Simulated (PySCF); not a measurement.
Bond stretch in SMILES C#N. The C1–H3 bond (C1 also carries N; H3 carries nothing else) is varied alone, starting from the PBE0/def2-TZVP optimised geometry.

Methods: RKS-B3LYP/6-31G* = restricted B3LYP/6-31G*, spherical d in PySCF; RMP2/3-21G = restricted MP2 (frozen core)/3-21G (PySCF); RKS-B3LYP/6-311+G** = restricted B3LYP/6-311+G**, spherical d (PySCF); UCCSD(T) = CCSD(T) on UHF/cc-pVTZ, 2 core orbitals frozen in PySCF 2.14.0.

Energies relative to the lowest point of each curve near equilibrium, in mEh; the last columns give the difference from UCCSD(T):

```json
[
 {"R / Å": "0.79", "RKS-B3LYP/6-31G*": "103.7", "RMP2/3-21G": "100.4", "RKS-B3LYP/6-311+G**": "97.8", "UCCSD(T)": "98.3", "RKS-B3LYP/6-31G* − UCCSD(T)": "5.4", "RMP2/3-21G − UCCSD(T)": "2.1", "RKS-B3LYP/6-311+G** − UCCSD(T)": "-0.5"},
 {"R / Å": "0.85", "RKS-B3LYP/6-31G*": "55.8", "RMP2/3-21G": "53.1", "RKS-B3LYP/6-311+G**": "52.4", "UCCSD(T)": "52.5", "RKS-B3LYP/6-31G* − UCCSD(T)": "3.3", "RMP2/3-21G − UCCSD(T)": "0.6", "RKS-B3LYP/6-311+G** − UCCSD(T)": "-0.1"},
 {"R / Å": "0.92", "RKS-B3LYP/6-31G*": "22.3", "RMP2/3-21G": "20.4", "RKS-B3LYP/6-311+G**": "20.7", "UCCSD(T)": "20.6", "RKS-B3LYP/6-31G* − UCCSD(T)": "1.6", "RMP2/3-21G − UCCSD(T)": "-0.2", "RKS-B3LYP/6-311+G** − UCCSD(T)": "0.0"},
 {"R / Å": "0.97", "RKS-B3LYP/6-31G*": "8.9", "RMP2/3-21G": "7.7", "RKS-B3LYP/6-311+G**": "8.1", "UCCSD(T)": "8.1", "RKS-B3LYP/6-31G* − UCCSD(T)": "0.9", "RMP2/3-21G − UCCSD(T)": "-0.3", "RKS-B3LYP/6-311+G** − UCCSD(T)": "0.1"},
 {"R / Å": "1.01", "RKS-B3LYP/6-31G*": "3.0", "RMP2/3-21G": "2.3", "RKS-B3LYP/6-311+G**": "2.6", "UCCSD(T)": "2.5", "RKS-B3LYP/6-31G* − UCCSD(T)": "0.4", "RMP2/3-21G − UCCSD(T)": "-0.3", "RKS-B3LYP/6-311+G** − UCCSD(T)": "0.0"},
 {"R / Å": "1.03", "RKS-B3LYP/6-31G*": "1.3", "RMP2/3-21G": "0.8", "RKS-B3LYP/6-311+G**": "1.0", "UCCSD(T)": "1.0", "RKS-B3LYP/6-31G* − UCCSD(T)": "0.3", "RMP2/3-21G − UCCSD(T)": "-0.2", "RKS-B3LYP/6-311+G** − UCCSD(T)": "0.0"},
 {"R / Å": "1.07", "RKS-B3LYP/6-31G*": "0.0", "RMP2/3-21G": "0.0", "RKS-B3LYP/6-311+G**": "0.0", "UCCSD(T)": "0.0", "RKS-B3LYP/6-31G* − UCCSD(T)": "0.0", "RMP2/3-21G − UCCSD(T)": "0.0", "RKS-B3LYP/6-311+G** − UCCSD(T)": "0.0"},
 {"R / Å": "1.10", "RKS-B3LYP/6-31G*": "0.6", "RMP2/3-21G": "0.9", "RKS-B3LYP/6-311+G**": "0.7", "UCCSD(T)": "0.8", "RKS-B3LYP/6-31G* − UCCSD(T)": "-0.1", "RMP2/3-21G − UCCSD(T)": "0.2", "RKS-B3LYP/6-311+G** − UCCSD(T)": "0.0"},
 {"R / Å": "1.14", "RKS-B3LYP/6-31G*": "3.2", "RMP2/3-21G": "3.9", "RKS-B3LYP/6-311+G**": "3.4", "UCCSD(T)": "3.4", "RKS-B3LYP/6-31G* − UCCSD(T)": "-0.2", "RMP2/3-21G − UCCSD(T)": "0.5", "RKS-B3LYP/6-311+G** − UCCSD(T)": "0.0"},
 {"R / Å": "1.19", "RKS-B3LYP/6-31G*": "8.5", "RMP2/3-21G": "9.6", "RKS-B3LYP/6-311+G**": "8.7", "UCCSD(T)": "8.7", "RKS-B3LYP/6-31G* − UCCSD(T)": "-0.3", "RMP2/3-21G − UCCSD(T)": "0.8", "RKS-B3LYP/6-311+G** − UCCSD(T)": "0.0"},
 {"R / Å": "1.24", "RKS-B3LYP/6-31G*": "15.6", "RMP2/3-21G": "17.0", "RKS-B3LYP/6-311+G**": "15.8", "UCCSD(T)": "15.8", "RKS-B3LYP/6-31G* − UCCSD(T)": "-0.2", "RMP2/3-21G − UCCSD(T)": "1.2", "RKS-B3LYP/6-311+G** − UCCSD(T)": "0.0"},
 {"R / Å": "1.33", "RKS-B3LYP/6-31G*": "31.3", "RMP2/3-21G": "33.2", "RKS-B3LYP/6-311+G**": "31.5", "UCCSD(T)": "31.4", "RKS-B3LYP/6-31G* − UCCSD(T)": "0.0", "RMP2/3-21G − UCCSD(T)": "1.8", "RKS-B3LYP/6-311+G** − UCCSD(T)": "0.1"},
 {"R / Å": "1.44", "RKS-B3LYP/6-31G*": "53.3", "RMP2/3-21G": "55.5", "RKS-B3LYP/6-311+G**": "53.4", "UCCSD(T)": "52.9", "RKS-B3LYP/6-31G* − UCCSD(T)": "0.4", "RMP2/3-21G − UCCSD(T)": "2.5", "RKS-B3LYP/6-311+G** − UCCSD(T)": "0.4"},
 {"R / Å": "1.59", "RKS-B3LYP/6-31G*": "84.2", "RMP2/3-21G": "87.0", "RKS-B3LYP/6-311+G**": "84.3", "UCCSD(T)": "83.1", "RKS-B3LYP/6-31G* − UCCSD(T)": "1.1", "RMP2/3-21G − UCCSD(T)": "3.9", "RKS-B3LYP/6-311+G** − UCCSD(T)": "1.2"},
 {"R / Å": "1.74", "RKS-B3LYP/6-31G*": "113.7", "RMP2/3-21G": "117.4", "RKS-B3LYP/6-311+G**": "113.8", "UCCSD(T)": "113.3", "RKS-B3LYP/6-31G* − UCCSD(T)": "0.4", "RMP2/3-21G − UCCSD(T)": "4.1", "RKS-B3LYP/6-311+G** − UCCSD(T)": "0.5"},
 {"R / Å": "1.91", "RKS-B3LYP/6-31G*": "143.7", "RMP2/3-21G": "148.9", "RKS-B3LYP/6-311+G**": "143.9", "UCCSD(T)": "143.6", "RKS-B3LYP/6-31G* − UCCSD(T)": "0.1", "RMP2/3-21G − UCCSD(T)": "5.3", "RKS-B3LYP/6-311+G** − UCCSD(T)": "0.4"},
 {"R / Å": "2.12", "RKS-B3LYP/6-31G*": "175.3", "RMP2/3-21G": "182.3", "RKS-B3LYP/6-311+G**": "175.5", "UCCSD(T)": "173.5", "RKS-B3LYP/6-31G* − UCCSD(T)": "1.8", "RMP2/3-21G − UCCSD(T)": "8.8", "RKS-B3LYP/6-311+G** − UCCSD(T)": "2.0"},
 {"R / Å": "2.34", "RKS-B3LYP/6-31G*": "202.2", "RMP2/3-21G": "210.3", "RKS-B3LYP/6-311+G**": "202.0", "UCCSD(T)": "194.0", "RKS-B3LYP/6-31G* − UCCSD(T)": "8.2", "RMP2/3-21G − UCCSD(T)": "16.3", "RKS-B3LYP/6-311+G** − UCCSD(T)": "7.9"},
 {"R / Å": "2.59", "RKS-B3LYP/6-31G*": "226.0", "RMP2/3-21G": "233.7", "RKS-B3LYP/6-311+G**": "225.3", "UCCSD(T)": "204.7", "RKS-B3LYP/6-31G* − UCCSD(T)": "21.3", "RMP2/3-21G − UCCSD(T)": "29.0", "RKS-B3LYP/6-311+G** − UCCSD(T)": "20.6"},
 {"R / Å": "2.88", "RKS-B3LYP/6-31G*": "246.6", "RMP2/3-21G": "250.6", "RKS-B3LYP/6-311+G**": "245.1", "UCCSD(T)": "208.8", "RKS-B3LYP/6-31G* − UCCSD(T)": "37.8", "RMP2/3-21G − UCCSD(T)": "41.8", "RKS-B3LYP/6-311+G** − UCCSD(T)": "36.3"},
 {"R / Å": "3.22", "RKS-B3LYP/6-31G*": "263.4", "RMP2/3-21G": "258.2", "RKS-B3LYP/6-311+G**": "261.1", "UCCSD(T)": "210.2", "RKS-B3LYP/6-31G* − UCCSD(T)": "53.1", "RMP2/3-21G − UCCSD(T)": "48.0", "RKS-B3LYP/6-311+G** − UCCSD(T)": "50.9"},
 {"R / Å": "3.77", "RKS-B3LYP/6-31G*": "279.5", "RMP2/3-21G": "249.7", "RKS-B3LYP/6-311+G**": "276.4", "UCCSD(T)": "210.8", "RKS-B3LYP/6-31G* − UCCSD(T)": "68.7", "RMP2/3-21G − UCCSD(T)": "38.9", "RKS-B3LYP/6-311+G** − UCCSD(T)": "65.6"}
]
```

RKS-B3LYP/6-31G* is furthest from UCCSD(T) at 3.77 (68.7 mEh, above); its mean absolute difference over the points is 9.3 mEh.

RMP2/3-21G is furthest from UCCSD(T) at 3.22 (48.0 mEh, above); its mean absolute difference over the points is 9.4 mEh.

RKS-B3LYP/6-311+G** is furthest from UCCSD(T) at 3.77 (65.6 mEh, above); its mean absolute difference over the points is 8.5 mEh.

The restricted form behind RKS-B3LYP/6-31G*, RMP2/3-21G, RKS-B3LYP/6-311+G** keeps the bonding electrons paired and can't separate into open-shell fragments. The unrestricted determinant behind UCCSD(T) is spin-contaminated at 1.74 to 3.77 Å (<S²> up to 1.3, against 0.00 for a pure singlet).
